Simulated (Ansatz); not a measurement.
PtW₃: from a trial structure to a relaxed crystal

The calculation used Ansatz, DFT r2SCAN, scalar-relativistic, plane waves, PAW. Cutoff 500 eV, Γ-centred k mesh, Gaussian smearing, no spin polarisation in the final step.

PtW₃ was placed on the Cu3Au (L1_2) structure type (Pm-3m, No. 221), with Pt in place of Au, W in place of Cu, at a guessed volume.

```xyz
4
Lattice="3.9540 0.0000 0.0000 0.0000 3.9540 0.0000 0.0000 0.0000 3.9540" Properties=species:S:1:pos:R:3 pbc="T T T"
Pt    0.0000    0.0000    0.0000
W     0.0000    1.9770    1.9770
W     1.9770    0.0000    1.9770
W     1.9770    1.9770    0.0000
```

Cell and atoms relax at zero pressure; the relaxation can't lower the symmetry of the start.

Formation energies are uncorrected and refer to the elements' standard structures at the same level.

Task: Which crystal results?

Result: It keeps Pm-3m (No. 221). The result has the Cu3Au (L1_2) structure. Conventional cell: a = 3.965 Å. Pt has 12 W at 2.80 Å; around W lie 4 Pt at 2.80 Å and 8 W at 2.80 Å.

```cif
data_structure
_symmetry_space_group_name_H-M 'Pm-3m'
_symmetry_Int_Tables_number 221
_cell_length_a 3.9647
_cell_length_b 3.9647
_cell_length_c 3.9647
_cell_angle_alpha 90.000
_cell_angle_beta 90.000
_cell_angle_gamma 90.000
_cell_volume 62.32
loop_
_atom_site_label
_atom_site_type_symbol
_atom_site_symmetry_multiplicity
_atom_site_Wyckoff_symbol
_atom_site_fract_x
_atom_site_fract_y
_atom_site_fract_z
_atom_site_occupancy
Pt1 Pt 1 a 0.00000 0.00000 0.00000 1
W1 W 3 c 0.00000 0.50000 0.50000 1
```

Task: What are its volume, energy, density and gap?

Result: The volume per atom is 15.58 Å³, the density is 19.89 g/cm³ and the energy over the elements is 0.03 eV/atom. The gap on the 12×12×12 mesh is 0 eV (a metal).

The final run used a 12×12×12 mesh on its 4-atom cell and 0.10 eV smearing. The k mesh leaves about 4 meV/atom of noise in metals. Spin–orbit coupling is left out. Symmetry constrained the relaxation, so the result can be a saddle point. The steps took of the order of 110 core-seconds in all.

Cost: 2 runs of about 1.8 core-minutes in all, on Arm Neoverse V2 (shared hosts).